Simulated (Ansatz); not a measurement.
Input file:

```yaml
crystal:
  periodic: [false, false, false]
  atoms:
    - {symbol: Al, position_ang: [0.000000, -1.007251, 1.777914]}
    - {symbol: Al, position_ang: [0.000000, 1.438625, 0.953445]}
    - {symbol: Ga, position_ang: [0.000000, -0.166934, -1.056986]}
basis:
  gaussian: {orbitals: cc-pVTZ}
total_charge: 1
magnetization: {spin_polarized: false, initial_magnetization: 2}
correlation: {method: ccsdt_q, electrons: outside_noble_gas}
```

```sh
$ ansatz run in.yaml --threads 2 --pin off --events-out ev --progress --plain --max-ram 24576MiB --backend cuda --devices 0, --max-vram 18GiB
```

The program prints:

```
1356 factors; integrals over basis functions are off by at most 1.5e-7 eV
mean field evaluation 1: about -65493.5201 eV, gradient 8.1e0 eV
mean field evaluation 2: about -65493.7086 eV, gradient 7.8e0 eV
mean field evaluation 4: about -65494.0125 eV, gradient 7.4e-1 eV
mean field evaluation 8: about -65494.0202 eV, gradient 2.3e-1 eV
mean field evaluation 16: about -65494.0214 eV, gradient 2.0e-6 eV
mean field evaluation 32: about -65493.7562 eV, gradient 9.6e-4 eV
mean field evaluation 64: about -65493.7399 eV, gradient 4.4e-1 eV
mean field evaluation 96: about -65493.9930 eV, gradient 2.5e-1 eV
mean field evaluation 128: about -65494.0128 eV, gradient 4.0e-1 eV
mean field evaluation 160: about -65493.7562 eV, gradient 2.1e-3 eV
...
cycle  19  -5.40339553 eV  change   -5.1e-6 eV  update   3.2e-5
cycle  20  -5.40341196 eV  change   -1.6e-5 eV  update   2.1e-5
cycle  21  -5.40339783 eV  change    1.4e-5 eV  update   1.4e-5
cycle  22  -5.40339661 eV  change    1.2e-6 eV  update   9.7e-6
cycle  23  -5.40340031 eV  change   -3.7e-6 eV  update   6.1e-6
cycle  24  -5.40340228 eV  change   -2.0e-6 eV  update   4.1e-6
cycle  25  -5.40340696 eV  change   -4.7e-6 eV  update   2.4e-6
cycle  26  -5.40340786 eV  change   -9.0e-7 eV  update   1.4e-6
cycle  27  -5.40340704 eV  change    8.2e-7 eV  update   8.0e-7
cycle  28  -5.40340691 eV  change    1.3e-7 eV  update   5.6e-7
perturbative correction -0.03675090 eV, -0.0013505705 hartree
Total energy: -65499.46151517 eV, -2407.0608135528 hartree
```

Ran on 2 threads of AMD EPYC 7R13 with a shared H100 80 GB, shared host: 32 s wall, 0.97 GiB peak host memory.
